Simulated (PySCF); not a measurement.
Simulated C 1s region for cyclopropylacetylene (`C1C(C1)C#C`), binding energy against the vacuum level.

Every computed line was given a Gaussian of 0.6 eV full width at half maximum and an area set by the number of equivalent atoms; the highest printed point is 100. Level of theory: delta-SCF UKS SCAN, pcX-2 on the ionised atom, pcseg-1 elsewhere, spin-free X2C in PySCF 2.14.0.

binding energy (eV), intensity and a bar:
```
    289.1          0 
    289.2          0 
    289.3          1 
    289.4          3 #
    289.5          8 ##
    289.6         14 ####
    289.7         23 #######
    289.8         31 #########
    289.9         37 ###########
    290.0         39 ############
    290.1         38 ###########
    290.2         37 ###########
    290.3         40 ############
    290.4         49 ###############
    290.5         65 ###################
    290.6         82 ########################
    290.7         95 ############################
    290.8        100 ##############################
    290.9         95 ############################
    291.0         82 ########################
    291.1         66 ####################
    291.2         53 ################
    291.3         46 ##############
    291.4         43 #############
    291.5         41 ############
    291.6         36 ###########
    291.7         28 ########
    291.8         19 ######
    291.9         11 ###
    292.0          5 ##
    292.1          2 #
    292.2          1 
    292.3          0
```

Question: How many maxima does the curve show, and how many computed lines lie under it?

Answer: The curve has 2 maxima (at 290.0 and 290.8 eV). Under it lie 4 lines from 4 inequivalent carbon sites. At this width some lines have no maximum of their own.

Question: Decompose the envelope and assign each component. Numbering: `[CH:1]#[C:2][CH:3]1[CH2:4][CH2:5]1`.

Answer: 
```
position (eV)  relative area  line  atoms                 environment
       289.95              1  C 1s     C1      terminal alkyne carbon
       290.60              1  C 1s     C2               alkyne carbon
       290.87              2  C 1s  C4/C5  three-membered-ring carbon
       291.50              1  C 1s     C3          propargylic carbon
```

Question: What are the centre and the root-mean-square width of the whole band?

Answer: The area-weighted mean of the lines is 290.76 eV. Their own spread about it is 0.50 eV (rms) and each Gaussian has σ = 0.6/2.355 = 0.25 eV; the variances add, which gives 0.56 eV.

Lowest listed C 1s: C1, bonded to C (triple bond) and H. Highest, 1.55 eV above it: C3, bonded to 3 C and H.

No satellites, vibrations or lifetime broadening are included. The first atom of each set that the bonding makes equivalent was ionised and stands for the set. The unrestricted hole states depart most from a pure doublet (⟨S²⟩ = 0.75; over 0.85 named) for C 1s of C2 (0.87), which makes this value less certain. Geometry: PBE0-D3(BJ)/def2-SVP; no solvent, vibrations or thermal averaging.
